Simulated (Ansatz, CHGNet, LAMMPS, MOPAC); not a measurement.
How well does each level of theory give the elastic constant C13 of rutile SnO2?

Reference value: 156 GPa (measured, temperature not stated, no zero-point or thermal correction; as tabulated in Oses et al. (2018), arXiv:1811.08464).

Q: What do ionic model lewis1985b, PM6 semi-empirical Hartree-Fock (MOPAC), CHGNet-r²SCAN, PBE, r²SCAN give, and how far is each from the reference?

A: 
```json
[
 {"level (code)": "ionic model lewis1985b (shell model, LAMMPS)", "value (GPa)": "182", "cell (Å³/atom)": "12.30", "difference (%)": "+16.7"},
 {"level (code)": "PM6 semi-empirical Hartree-Fock (MOPAC) (MOPAC)", "value (GPa)": "209", "cell (Å³/atom)": "14.14", "difference (%)": "+34"},
 {"level (code)": "CHGNet-r²SCAN (CHGNet)", "value (GPa)": "140", "cell (Å³/atom)": "12.15", "difference (%)": "-10.3"},
 {"level (code)": "PBE (Ansatz)", "value (GPa)": "128", "cell (Å³/atom)": "12.58", "difference (%)": "-17.9"},
 {"level (code)": "r²SCAN (Ansatz)", "value (GPa)": "152", "cell (Å³/atom)": "12.09", "difference (%)": "-2.6"}
]
```

Leaving aside ionic model lewis1985b, which can be fitted to such values or carry a doubt: The reference's temperature isn't stated, so close values are not ranked against it. Off by more than 25 % (a bound picked here): PM6 semi-empirical Hartree-Fock (MOPAC) (+34 %).

The measured value isn't corrected to a static lattice, so vibrations enter the comparison.  PM6 semi-empirical Hartree-Fock (MOPAC): the method was fitted mainly to molecules. PM6 semi-empirical Hartree-Fock (MOPAC): the run uses a supercell at the zone centre in place of a k mesh. Each level is taken at its own relaxed cell. Cutoffs differ between the levels. Ansatz's density-functional and Hartree–Fock values are scalar-relativistic unless marked +SOC, with PAW data made under PBE.

Empirical potentials (ionic model lewis1985b) are fitted to chosen data, which need not cover the solid at hand: agreement can be built in, and what lay outside the fit can be far off. Machine-learned potentials (CHGNet-r²SCAN) are trained on DFT data, which may include these solids.

Differences are worked out from the printed values.

Ansatz is a program for electronic structure.
